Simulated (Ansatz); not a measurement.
# Al2B (sextet): from Hartree-Fock to the top rungs, def2-QZVPP

One table from this session's results is given with a row withheld; the runs are named, their logs left out.

Program: Ansatz 0.2.0, Gaussian basis. Level of theory: def2-QZVPP, core rule «outside noble gas», up to 11 orbitals frozen. These are calculated values, not measurements.

To be run: UHF; ROHF; CCSD(T) on UHF.

3 further runs of the same task are left out: 1 that didn't finish, 2 set aside as unsound or not needed. Runs told in other sessions of the task aren't counted.

## The system

The geometry is a PBE0/def2-TZVP stationary point (not a proven minimum) of the parent state, kept for this charge and spin.

3 atoms, charge 0, spin multiplicity 6.

Atoms are counted from 1 here; the program's logs count them from 0.

Bond lengths: Al1–Al2 2.726 Å, Al2–B3 2.006 Å. Angles: Al1–Al2–B3 180.0°.

As a file:

```xyz
3

Al    0.0000    0.0000    2.4864
Al    0.0000    0.0000   -0.2400
B     0.0000    0.0000   -2.2464
```

Set-up of the first run:

in.yaml reads:

```yaml
crystal:
  periodic: [false, false, false]
  atoms:
    - {symbol: Al, position_ang: [0.000000, 0.000000, 2.486400]}
    - {symbol: Al, position_ang: [0.000000, 0.000000, -0.240000]}
    - {symbol: B, position_ang: [0.000000, 0.000000, -2.246400]}
basis:
  gaussian: {orbitals: "def2-QZVPP.json"}
magnetization: {spin_polarized: true, initial_magnetization: 5}
hamiltonian: {xc: hf}
output: {orbitals: {seedname: orbitals}}
```

Started as:

```sh
ansatz run in.yaml --threads 1 --pin off --events-out ev --progress --plain --max-ram 2393MiB
```

Steps of the session up to this table: UHF; ROHF; CCSD(T) on UHF.

One of the session's tables, all rows but one given; the rest of the session is left out.

```
  method  from UCCSD(T) (kcal/mol)
    ROHF                         ?
     UHF                   +118.70
    UMP2                    +26.76
   UCCSD                     +7.75
UCCSD(T)                         0
```

**Question.** Estimate the row for ROHF.

The run gave: from UCCSD(T) (kcal/mol): +121.92. In the column «from UCCSD(T) (kcal/mol)» it is the highest.
